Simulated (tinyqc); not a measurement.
MP2 on RHF in the sto-6g basis, for HF, spin multiplicity 1, step by step. Computed by tinyqc, a small Python program that keeps every step (integrals from PySCF). Settings: charge = 0, multiplicity = 1, basis = sto-6g, method = RHF, energy threshold = 1e-10, iteration cap = 53, orthogonalisation = canonical, start = core, DIIS depth = 6. Command: `OMP_NUM_THREADS=1 python tinyqc.py 31077 31078 out.jsonl` (the two numbers bound the seeds that draw the settings). One thread of a shared host (Intel(R) Xeon(R) Processor @ 2.60GHz), about 0.1 s of CPU time with the checks. The early iterations of the SCF are left out here.

## One-electron integrals

Geometry (angstrom):
```
atom        x        y        z
F     0.00000  0.00000  0.00000
H     0.00000  0.00000  1.18100
```

Basis sto-6g: exponents (1/bohr^2) and contraction coefficients of normalised primitives:
```
element  l (shell)    exponent  coefficient
F            s (1)  1728.62657      0.00916
F            s (1)   316.94179      0.04936
F            s (1)    88.66889      0.16854
F            s (1)    30.46016      0.37056
F            s (1)    11.82857      0.41649
F            s (1)     4.87166      0.13033
F            s (2)    67.03228     -0.01325
F            s (2)    13.26744     -0.04699
F            s (2)     4.12351     -0.03379
F            s (2)     1.58646      0.25024
F            s (2)     0.68900      0.59512
F            s (2)     0.31582      0.24071
F            p (3)    67.03228      0.00376
F            p (3)    13.26744      0.03768
F            p (3)     4.12351      0.17390
F            p (3)     1.58646      0.41804
F            p (3)     0.68900      0.42586
F            p (3)     0.31582      0.10171
H            s (1)    35.52322      0.00916
H            s (1)     6.51314      0.04936
H            s (1)     1.82214      0.16854
H            s (1)     0.62596      0.37056
H            s (1)     0.24308      0.41649
H            s (1)     0.10011      0.13033
```

Overlap, kinetic and nuclear-attraction integrals over the contracted functions; the nuclear repulsion is the sum of Za Zb / Rab.

nuclear repulsion = 4.0326798 hartree

overlap S:
```
          1F 1s    1F 2s   1F 2px   1F 2py   1F 2pz    2H 1s
1F 1s   1.00000  0.23248  0.00000  0.00000  0.00000  0.02750
1F 2s   0.23248  1.00000  0.00000  0.00000  0.00000  0.29638
1F 2px  0.00000  0.00000  1.00000  0.00000  0.00000  0.00000
1F 2py  0.00000  0.00000  0.00000  1.00000  0.00000  0.00000
1F 2pz  0.00000  0.00000  0.00000  0.00000  1.00000  0.25250
2H 1s   0.02750  0.29638  0.00000  0.00000  0.25250  1.00000
```

kinetic energy T (hartree):
```
           1F 1s     1F 2s   1F 2px   1F 2py   1F 2pz     2H 1s
1F 1s   37.39773  -1.14335  0.00000  0.00000  0.00000  -0.00553
1F 2s   -1.14335   1.08230  0.00000  0.00000  0.00000   0.02858
1F 2px   0.00000   0.00000  3.25133  0.00000  0.00000   0.00000
1F 2py   0.00000   0.00000  0.00000  3.25133  0.00000   0.00000
1F 2pz   0.00000   0.00000  0.00000  0.00000  3.25133   0.10830
2H 1s   -0.00553   0.02858  0.00000  0.00000  0.10830   0.76852
```

nuclear attraction V (hartree):
```
            1F 1s      1F 2s     1F 2px     1F 2py     1F 2pz     2H 1s
1F 1s   -78.27053   -7.96988    0.00000    0.00000   -0.00960  -1.07936
1F 2s    -7.96988  -11.92298    0.00000    0.00000   -0.11271  -2.54083
1F 2px    0.00000    0.00000  -11.90228    0.00000    0.00000   0.00000
1F 2py    0.00000    0.00000    0.00000  -11.90228    0.00000   0.00000
1F 2pz   -0.00960   -0.11271    0.00000    0.00000  -11.96287  -1.88350
2H 1s    -1.07936   -2.54083    0.00000    0.00000   -1.88350  -5.21227
```

core Hamiltonian H = T + V (hartree):
```
            1F 1s      1F 2s    1F 2px    1F 2py    1F 2pz     2H 1s
1F 1s   -40.87280   -9.11323   0.00000   0.00000  -0.00960  -1.08489
1F 2s    -9.11323  -10.84069   0.00000   0.00000  -0.11271  -2.51225
1F 2px    0.00000    0.00000  -8.65095   0.00000   0.00000   0.00000
1F 2py    0.00000    0.00000   0.00000  -8.65095   0.00000   0.00000
1F 2pz   -0.00960   -0.11271   0.00000   0.00000  -8.71155  -1.77520
2H 1s    -1.08489   -2.51225   0.00000   0.00000  -1.77520  -4.44374
```

## Two-electron integrals

Functions are numbered as in S; the eight-fold symmetry (ij|kl) = (ji|kl) = (kl|ij) leaves the list below.

Two-electron integrals (ij|kl) in chemists' order, unique and non-zero (hartree):
```
(11|11) 5.40624   (21|11) 0.76813   (21|21) 0.13891   (22|11) 1.26627
(22|21) 0.28399   (22|22) 0.92637   (31|31) 0.02945   (32|31) 0.04468
(32|32) 0.20475   (33|11) 1.26627   (33|21) 0.28399   (33|22) 0.92637
(33|33) 0.99808   (41|41) 0.02945   (42|41) 0.04468   (42|42) 0.20475
(43|43) 0.05379   (44|11) 1.26627   (44|21) 0.28399   (44|22) 0.92637
(44|33) 0.89051   (44|44) 0.99808   (51|51) 0.02945   (52|51) 0.04468
(52|52) 0.20475   (53|53) 0.05379   (54|54) 0.05379   (55|11) 1.26627
(55|21) 0.28399   (55|22) 0.92637   (55|33) 0.89051   (55|44) 0.89051
(55|55) 0.99808   (61|11) 0.09667   (61|21) 0.01677   (61|22) 0.03357
(61|33) 0.03351   (61|44) 0.03351   (61|51) 0.00073   (61|52) 0.00143
(61|55) 0.03368   (61|61) 0.00206   (62|11) 0.25809   (62|21) 0.05881
(62|22) 0.21571   (62|33) 0.21261   (62|44) 0.21261   (62|51) 0.00428
(62|52) 0.03298   (62|55) 0.22191   (62|61) 0.00711   (62|62) 0.06375
(63|31) 0.00635   (63|32) 0.03699   (63|53) 0.00681   (63|63) 0.00908
(64|41) 0.00635   (64|42) 0.03699   (64|54) 0.00681   (64|64) 0.00908
(65|11) 0.18203   (65|21) 0.04205   (65|22) 0.16478   (65|33) 0.15800
(65|44) 0.15800   (65|51) 0.00896   (65|52) 0.06029   (65|55) 0.17836
(65|61) 0.00529   (65|62) 0.05977   (65|65) 0.06456   (66|11) 0.44121
(66|21) 0.10242   (66|22) 0.43289   (66|33) 0.41938   (66|44) 0.41938
(66|51) 0.00869   (66|52) 0.09478   (66|55) 0.45992   (66|61) 0.01245
(66|62) 0.17098   (66|65) 0.18558   (66|66) 0.77500
```

## Orthogonalisation

S = U s U^T; canonical form X = U s^(-1/2), so that X^T S X = 1. Each column of U has its largest component positive (the first on a tie).

eigenvalues of S: 0.57802  0.85278  1.00000  1.00000  1.12481  1.44439

X:
```
               1         2        3         4         5        6
1F 1s    0.38532   0.71220  0.00000   0.00000  -0.56349  0.29357
1F 2s   -0.79807  -0.40895  0.00000   0.00000  -0.33797  0.49976
1F 2px   0.00000   0.00000  0.99895  -0.04585   0.00000  0.00000
1F 2py   0.00000   0.00000  0.04585   0.99895   0.00000  0.00000
1F 2pz  -0.49905   0.60974  0.00000   0.00000   0.60622  0.29492
2H 1s    0.83403  -0.35551  0.00000   0.00000   0.29966  0.51905
```

Within a degenerate level the vectors are fixed only up to a rotation; this is one choice.

## Iteration 7 (converged): orbitals

converged F (hartree):
```
            1F 1s     1F 2s    1F 2px    1F 2py    1F 2pz     2H 1s
1F 1s   -26.25654  -6.37137   0.00000   0.00000  -0.01598  -0.76139
1F 2s    -6.37137  -2.89106   0.00000   0.00000  -0.03331  -0.71161
1F 2px    0.00000   0.00000  -0.47158   0.00000   0.00000   0.00000
1F 2py    0.00000   0.00000   0.00000  -0.47158   0.00000   0.00000
1F 2pz   -0.01598  -0.03331   0.00000   0.00000  -0.24657  -0.45475
2H 1s    -0.76139  -0.71161   0.00000   0.00000  -0.45475  -0.33163
```

Diagonalise F' = X^T F X, C = X C', fill 5 alpha and 5 beta electrons from the bottom; D = 2 C_occ C_occ^T. Each column has its largest component positive (the first on a tie).

F' = X^T F X (hartree):
```
          1         2         3         4          5         6
1  -1.29714  -3.95802   0.00000   0.00000    3.35834  -1.97637
2  -3.95802  -9.84525   0.00000   0.00000    9.86245  -6.41793
3   0.00000   0.00000  -0.47158   0.00000    0.00000   0.00000
4   0.00000   0.00000   0.00000  -0.47158    0.00000   0.00000
5   3.35834   9.86245   0.00000   0.00000  -10.95361   7.14615
6  -1.97637  -6.41793   0.00000   0.00000    7.14615  -5.71828
```

orbital energies (hartree): MO1 -26.25968, MO2 -1.43455, MO3 -0.51100, MO4 -0.47158, MO5 -0.47158, MO6 0.39096

coefficients C:
```
             MO1       MO2       MO3      MO4       MO5       MO6
1F 1s    0.99721  -0.24405   0.05079  0.00000   0.00000   0.05327
1F 2s    0.01199   0.99122  -0.28085  0.00000   0.00000  -0.32650
1F 2px   0.00000   0.00000   0.00000  0.16023   0.98708   0.00000
1F 2py   0.00000   0.00000   0.00000  0.98708  -0.16023   0.00000
1F 2pz   0.00111   0.03233   0.68888  0.00000   0.00000  -0.77441
2H 1s   -0.00203   0.10039   0.58547  0.00000   0.00000   0.91014
```

D after iteration 7:
```
           1F 1s     1F 2s   1F 2px   1F 2py    1F 2pz     2H 1s
1F 1s    2.11312  -0.48843  0.00000  0.00000   0.05640   0.00643
1F 2s   -0.48843   2.12308  0.00000  0.00000  -0.32283  -0.12990
1F 2px   0.00000   0.00000  2.00000  0.00000   0.00000   0.00000
1F 2py   0.00000   0.00000  0.00000  2.00000   0.00000   0.00000
1F 2pz   0.05640  -0.32283  0.00000  0.00000   0.95120   0.81313
2H 1s    0.00643  -0.12990  0.00000  0.00000   0.81313   0.70573
```

Within a degenerate level the vectors are fixed only up to a rotation; this is one choice.

## Convergence

Stop when the energy changes by less than 1e-10 hartree and every element of the error matrix X^T (F D S - S D F) X is below 3e-06.

Course of the cycle:
```
iteration  E (hartree)     change  largest element of the error matrix
1          -98.8235415          -                             5.10e-01
2          -99.4533815  -6.30e-01                             7.93e-02
3          -99.4580771  -4.70e-03                             1.90e-02
4          -99.4582559  -1.79e-04                             3.81e-04
5          -99.4582560  -8.66e-08                             4.03e-05
6          -99.4582560  -8.96e-10                             1.33e-07
7          -99.4582560  -4.26e-14                             1.77e-09
```

PySCF RHF in the same basis = -99.4582560 hartree

Converged in 7 iterations.

## Integrals over molecular orbitals

(pq|rs) = sum C_ip C_jq C_kr C_ls (ij|kl), one index at a time.

one-electron integrals over orbitals h = C^T H C (hartree):
```
           1         2         3         4         5         6
1  -40.85968   0.72998  -0.14657   0.00000   0.00000  -0.16150
2    0.72998  -9.19575   0.51756   0.00000   0.00000   0.86729
3   -0.14657   0.51756  -6.98522   0.00000   0.00000   2.19342
4    0.00000   0.00000   0.00000  -8.65095   0.00000   0.00000
5    0.00000   0.00000   0.00000   0.00000  -8.65095   0.00000
6   -0.16150   0.86729   2.19342   0.00000   0.00000  -6.02590
```

Two-electron integrals over orbitals (pq|rs), unique and non-zero (hartree):
```
(11|11) 5.38223    (21|11) -0.53224   (21|21) 0.08485    (22|11) 1.24757
(22|21) -0.02380   (22|22) 0.87306    (31|11) 0.11319    (31|21) -0.01741
(31|22) 0.00766    (31|31) 0.01893    (32|11) -0.12869   (32|21) 0.00602
(32|22) -0.04360   (32|31) 0.02064    (32|32) 0.14005    (33|11) 0.91159
(33|21) -0.00847   (33|22) 0.70741    (33|31) -0.00282   (33|32) -0.01975
(33|33) 0.69337    (41|41) 0.03036    (42|41) 0.03991    (42|42) 0.18855
(43|41) -0.00767   (43|42) -0.03018   (43|43) 0.03730    (44|11) 1.26599
(44|21) -0.01413   (44|22) 0.89505    (44|31) 0.00289    (44|32) -0.06865
(44|33) 0.69410    (44|44) 0.99808    (51|51) 0.03036    (52|51) 0.03991
(52|52) 0.18855    (53|51) -0.00767   (53|52) -0.03018   (53|53) 0.03730
(54|54) 0.05379    (55|11) 1.26599    (55|21) -0.01413   (55|22) 0.89505
(55|31) 0.00289    (55|32) -0.06865   (55|33) 0.69410    (55|44) 0.89051
(55|55) 0.99808    (61|11) 0.12143    (61|21) -0.02033   (61|22) 0.00282
(61|31) -0.01186   (61|32) -0.02366   (61|33) 0.00666    (61|44) 0.00310
(61|55) 0.00310    (61|61) 0.02161    (62|11) -0.17503   (62|21) 0.00481
(62|22) -0.09457   (62|31) -0.02005   (62|32) -0.07231   (62|33) -0.02512
(62|44) -0.09268   (62|55) -0.09268   (62|61) 0.01832    (62|62) 0.09149
(63|11) -0.41000   (63|21) 0.00640    (63|22) -0.22597   (63|31) 0.00170
(63|32) 0.08361    (63|33) -0.09961   (63|44) -0.23714   (63|55) -0.23714
(63|61) -0.00476   (63|62) 0.04070    (63|63) 0.22187    (64|41) -0.00761
(64|42) -0.03080   (64|43) -0.02126   (64|64) 0.02917    (65|51) -0.00761
(65|52) -0.03080   (65|53) -0.02126   (65|65) 0.02917    (66|11) 0.84770
(66|21) -0.00865   (66|22) 0.64641    (66|31) 0.01110    (66|32) 0.05091
(66|33) 0.65482    (66|44) 0.62808    (66|55) 0.62808    (66|61) -0.00774
(66|62) -0.05684   (66|63) -0.02147   (66|66) 0.68550
```

## Second-order Moller-Plesset energy

Hartree-Fock energy = -99.4582560 hartree

E2 = sum_ijab (ia|jb) [2 (ia|jb) - (ib|ja)] / (e_i + e_j - e_a - e_b) over occupied i, j and virtual a, b; the opposite-spin part is (ia|jb)^2 / denominator, the rest is same-spin, and SCS-MP2 scales them by 6/5 and 1/3.

Terms:
```
i  j  a  b   (ia|jb)   (ib|ja)  denominator       term
3  3  6  6   0.22187   0.22187     -1.80390   -0.02729
2  2  6  6   0.09149   0.09149     -3.65102   -0.00229
2  3  6  6   0.04070   0.04070     -2.72746   -0.00061
3  2  6  6   0.04070   0.04070     -2.72746   -0.00061
5  5  6  6   0.02917   0.02917     -1.72507   -0.00049
4  4  6  6   0.02917   0.02917     -1.72507   -0.00049
2  1  6  6   0.01832   0.01832    -28.47615  -1.18e-05
1  2  6  6   0.01832   0.01832    -28.47615  -1.18e-05
1  1  6  6   0.02161   0.02161    -53.30128  -8.76e-06
3  1  6  6  -0.00476  -0.00476    -27.55259  -8.21e-07
1  3  6  6  -0.00476  -0.00476    -27.55259  -8.21e-07
```

Pair energies (hartree; pair i-j sums ij and ji):
```
pair  opposite spin  same spin
1-1       -8.76e-06    0.00000
2-1       -2.36e-05    0.00000
2-2        -0.00229    0.00000
3-1       -1.64e-06    0.00000
3-2        -0.00121    0.00000
3-3        -0.02729    0.00000
4-4        -0.00049    0.00000
5-5        -0.00049    0.00000
```

MP2 correlation energy = -0.0318173 hartree

SCS-MP2 correlation energy = -0.0381808 hartree

MP2 total energy = -99.4900733 hartree
